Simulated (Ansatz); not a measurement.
```yaml
crystal:
  periodic: [false, false, false]
  atoms:
    - {symbol: Al, position_ang: [-2.156187, -0.440544, -0.004182]}
    - {symbol: Ga, position_ang: [0.404283, 0.269070, 0.002306]}
    - {symbol: O, position_ang: [1.874409, -0.429629, -0.002996]}
basis:
  gaussian: {orbitals: def2-TZVP}
hamiltonian: {xc: pbe0}
relax: {f_tol: 0.004, max_steps: 80}
```

```sh
$ ansatz run in.yaml --threads 1 --pin off --events-out ev --progress --plain --max-ram 2176MiB
```

Steps of the relaxation (energy above the last step; positions in Å, forces in eV/Å):

```
3
step 1, 157.2 meV
Al   -2.156   -0.441   -0.004   -0.055    0.110    0.001
Ga    0.404    0.269    0.002   -1.614    0.465    0.003
O     1.874   -0.430   -0.003    1.669   -0.575   -0.004
```

```
3
step 2, 54.1 meV
Al   -2.264   -0.366   -0.004   -0.067    0.061    0.000
Ga    0.371    0.074    0.001    0.981   -0.390   -0.003
O     2.016   -0.310   -0.002   -0.913    0.329    0.002
```

```
3
step 3, 48.7 meV
Al   -2.322   -0.291   -0.003   -0.002    0.019    0.000
Ga    0.367   -0.121   -0.001    1.760   -0.119    0.000
O     2.077   -0.189   -0.001   -1.758    0.100    0.000
```

```
3
step 6, 0.0 meV
Al   -2.305   -0.265   -0.003    0.000    0.000    0.000
Ga    0.383   -0.191   -0.001   -0.001    0.000    0.000
O     2.044   -0.145   -0.001    0.001    0.000    0.000
```

Close pairs at the end: Ga2–O3 1.662 Å, Al1–Ga2 2.689 Å.

A stationary point of restricted PBE0 after 6 steps (its stability towards spin polarisation wasn't tested); no frequencies were run, so it isn't proven a minimum. 23 s on 1 thread of Arm Neoverse V1, shared host.
